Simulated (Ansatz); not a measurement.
# Counterpoise correction, worked out

The pair of SiH4 (SMILES [SiH4], atoms 1–5) and SiNH5 (SMILES [SiH3]N, atoms 6–12), both closed shells, in one local arrangement (a lower one may exist), relaxed at PBE0-D4/def2-TZVP:

Si1  (0.136, -0.161, -2.135)
H2  (-1.297, 0.103, -1.857)
H3  (0.929, 1.088, -2.030)
H4  (0.250, -0.668, -3.532)
H5  (0.666, -1.200, -1.219)
Si6  (-0.040, -0.461, 1.853)
N7  (-0.159, 0.948, 0.864)
H8  (-1.048, -1.440, 1.372)
H9  (1.333, -1.003, 1.696)
H10  (-0.280, -0.244, 3.310)
H11  (0.568, 1.645, 0.925)
H12  (-1.057, 1.392, 0.753)
(Å)

Program: Ansatz 0.2.0. Basis: def2-TZVPPD. Cores are frozen in the correlated methods.

CCSD(T) total energies in eV:

| system | geometry | basis functions | energy |
| --- | --- | --- | --- |
| pair | pair | all | -17365.99185 |
| SiH4 | as in the pair | all (partner as ghosts) | -7930.38989 |
| SiNH5 | as in the pair | all (partner as ghosts) | -9435.52072 |
| SiH4 | as in the pair | its own | -7930.38029 |
| SiNH5 | as in the pair | its own | -9435.50868 |
| SiH4 | free (PBE0-D4 minimum) | its own | -7930.38538 |
| SiNH5 | free (PBE0-D4 minimum) | its own | -9435.50779 |

Question: Work out the interaction energy with and without the counterpoise correction, the superposition error, and the binding energy from the relaxed fragments.

Answer: Without correction: -17365.99185 − (-7930.38029) − (-9435.50868) = -0.10288 eV.
With correction (each fragment in the whole basis): -17365.99185 − (-7930.38989) − (-9435.52072) = -0.08124 eV = -1.87 kcal/mol.
The superposition error is the difference, 0.02164 eV, 21 % of the uncorrected value: each fragment borrows its partner's functions.
Deformation from the free shapes: 0.00509 eV for SiH4 and -0.00089 eV for SiNH5 (a small negative value is possible, since the free shapes are minima of another method).
Binding energy from relaxed fragments: -0.08124 + 0.00509 + (-0.00089) = -0.07704 eV = -1.78 kcal/mol (electronic, without zero-point energy; negative means bound). For comparison, the corrected interaction energy by CCSD(T) at an estimated basis limit (MP2 extrapolated from triple and quadruple zeta, plus CCSD(T) − MP2 in triple zeta) is -0.097 eV; triple zeta with the correction binds less.

T1 diagnostic: at most 0.011.

For scale, one of the runs: CCSD(T)/def2-TZVPPD, 286 basis functions, launched by `ansatz run in.yaml --threads 4 --pin off --events-out ev --progress --plain --max-ram 9574MiB`. Hardware: 4 CPU threads of an Arm Neoverse V2, shared host. Wall time 2 min; peak host memory 8 GiB.
